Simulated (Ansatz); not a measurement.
# HCSi⁺, singlet: the ladder up to full CI

Geometry: that of the HCSi, doublet, kept fixed. The triplet lies 1.2 eV lower here.

```xyz
3

Si    0.0000    0.0000    1.4814
C     0.0000    0.0000   -0.2010
H     0.0000    0.0000   -1.2804
```

Basis 6-31G; Ansatz 0.2.0. Correlated methods freeze the noble-gas cores, which leaves 8 electrons in 18 orbitals. R marks a restricted (for open shells ROHF) determinant, U an unrestricted one. Active spaces: valence = (8e, 9o) chosen from the atoms' valence shells.

Full CI is exact within this basis and frozen core; it isn't the basis-set limit. The frozen core follows each run's orbitals, which can shift R against U totals by a few meV.

The determinant fills πx and πy unequally, so it is a mixture of Σ and Δ, which weighs on every level built on one determinant.

* UHF ⟨S²⟩: 1.000
* T1 diagnostic (RCCSD): 0.0203
* largest doubles amplitude (RCCSD): 0.179

```tsv
level	E − E(full CI) (kcal/mol)	share of correlation (%)	wall time
RHF	83.54	0.00	–
UHF†	57.24	–	–
RMP2	24.61	70.54	–
UMP2†	4.72	–	–
CISD	11.73	85.95	0.48 s
RCCSD	6.54	92.17	–
UCCSD*†	-17.34	–	–
RCCSD(T)	3.89	95.34	0.48 s
UCCSD(T)*†	-22.41	–	2.2 s
BCCD(T)	3.92	95.30	0.54 s
RCCSDT*	1.00	98.80	–
UCCSDT*†	-26.77	–	–
CISDTQ	1.21	98.56	1.7 s
RCCSDT(Q)*	-0.05	100.06	1 s
UCCSDT(Q)*†	-27.32	–	4.8 s
RCCSDTQ*	0.06	99.92	7 s
UCCSDTQ*†	-27.13	–	27 s
CASSCF (valence space)	18.98	77.28	–
NEVPT2 (valence space)	4.99	94.03	6 s
MRCISD (valence space)	0.63	99.24	–
MRCISD+Q (valence space)	0.30	99.64	8.5 s
```

An asterisk marks runs whose energy the program itself flagged as in doubt. A dagger marks rows that describe another state than the reference (another or a broken symmetry, a higher spin or other natural occupations), so the difference isn't the method's error.

The correlation energy at full CI, counted from RHF, is -3.623 eV. That run took 17 s on 1 thread of Arm Neoverse V2, shared host over 2,341,648 determinants.

Times hold each run's SCF and search for its determinant on a shared host, so for small cases they say little of a method's own cost; they ran on 1 thread of Arm Neoverse V2.

Unrestricted levels hold only the spin's projection, and here they fall towards a lower state of higher spin.

The full-CI state has the irrep A1 of C2v, in the program's axes (one component, if the state is degenerate).

Natural occupations of full CI about the gap: 1.975 1.972 1.918 0.979 0.976 0.055 0.055 0.027 0.019 0.005; effectively unpaired electrons, Σ n²(2−n)², 2.06. No single determinant describes this state well, so single-reference rows can miss without a flag.
